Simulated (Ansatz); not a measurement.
Born–Oppenheimer molecular dynamics of BH4O2 (7 atoms, charge 0, multiplicity 2). It starts at the highest image of a converged band. Of that band: The profile has 2 maxima (images 3, 7) with wells between them (image 6): this band takes more than one step, which may be the mechanism or a detour left from its start path. A vibrational analysis at the climbing image gives one clearly imaginary mode, 581i cm⁻¹: a first-order saddle point.

The calculation used UKS revPBE/6-31G* (Ansatz 0.2.0).

```
ensemble                      : NVE (velocity Verlet)
time step                     : 0.5 fs
steps asked                   : 200
starting velocities drawn for : 300 K
seed                          : 10034
```

First frame:

```xyz
7
Properties=species:S:1:pos:R:3
B 0.058 -0.178 -0.493
H -0.130 0.120 2.427
O 1.250 -0.029 -1.165
H 1.775 -0.847 -1.249
O -1.110 -0.516 -1.130
H -1.848 -0.516 -0.489
H -0.206 0.168 3.173
```

Question: How far do the bonds stretch over the last three quarters of this one trajectory? (Pairs bonded in most of those frames.)

Answer: 
```tsv
bond	mean (Å)	spread (Å)	shortest	longest
B1–O3	1.375	0.014	1.35	1.40
B1–O5	1.377	0.015	1.35	1.40
H2–H7	0.753	0.034	0.70	0.80
O3–H4	0.986	0.009	0.97	1.01
O5–H6	0.978	0.017	0.95	1.00
```

Mean temperature of the second half: 346 K. The conserved energy stayed within 0.3 meV per atom of its start (net change 0.03 meV per atom), so the integration is sound. A run of 0.1 ps of so small a system gives no equilibrium averages.

The run took 4.6 min on 1 thread of Arm Neoverse V2 (shared host), peak memory 0.11 GiB.
